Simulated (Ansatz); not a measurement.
Basis-set extrapolation for CHO2, SMILES `[O]C=O` radical (PBE0-D4/def2-TZVP geometry, frozen core, Ansatz). Multiplicity 2, UHF reference.

```tsv
	def2-TZVPP	def2-QZVPP
HF	-188.181719	-188.190175
MP2 correlation	-0.579220	-0.625312
CCSD(T) correlation	-0.632511	-0.676168
```

Energies in hartree. Use E(X) = E(∞) + A·exp(−7.88·√X) for Hartree–Fock and E(X) = E(∞) + B·X^(−2.97) for correlation, with X = 3 and 4.

What is the CCSD(T) energy at the basis-set limit?

HF limit: -188.190175 + (-0.008456) × 0.13774 = -188.19134. Correlation limit: -0.676168 + (-0.043657) × 0.74074 = -0.70851. Total: -188.89985 hartree, 2.33 eV below CCSD(T)/def2-TZVPP.
